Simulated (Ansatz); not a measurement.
A made-up structure of CH₄NSi (charge -1), closed shell:

```xyz
7
angstrom
N -0.7765 -1.5013 0.2520
C 0.1944 -1.1484 -0.1461
Si 0.3906 0.4884 -0.1412
H -1.5532 -0.7881 0.6246
H 0.6437 0.6586 -1.6439
H -0.5586 1.7612 0.3366
H 1.6597 0.5296 0.7180
```

It is relaxed with PBE-D4/def2-SVPD and then PBE0-D4/def2-TZVPD (Ansatz 0.2.0). Atoms count as bonded within 1.22 times the sum of their covalent radii (H–H: 0.88 Å). The end point is not checked to be a true minimum.

Task: Does its bonding change? (A judgement: the text doesn't fix the answer.)

Result: Computed: No: no bond forms or breaks.

Where it ends: The first stage lowers the energy by 3.24 eV in 14 steps. It ends as CH₄NSi ([NH][C][SiH3]), total charge -1:
```xyz
7
angstrom
N -1.0440 -1.7784 0.3521
C 0.0339 -1.2387 -0.0820
Si 0.4857 0.6000 -0.1762
H -1.7574 -1.1106 0.6954
H 0.8345 0.8942 -1.6094
H -0.3277 1.8583 0.2421
H 1.7750 0.7753 0.5781
```

Labels in which every atom is bracketed show which atoms are joined, not bond orders.

For scale, one of the runs: PBE0-D4/def2-TZVPD relaxation, 153 basis functions, launched by `ansatz run in.yaml --threads 2 --pin off --events-out ev --progress --plain --max-ram 4352MiB`. Hardware: 2 CPU threads of a Oxide Virtual Turin-like, shared host. Wall time about 39 s.
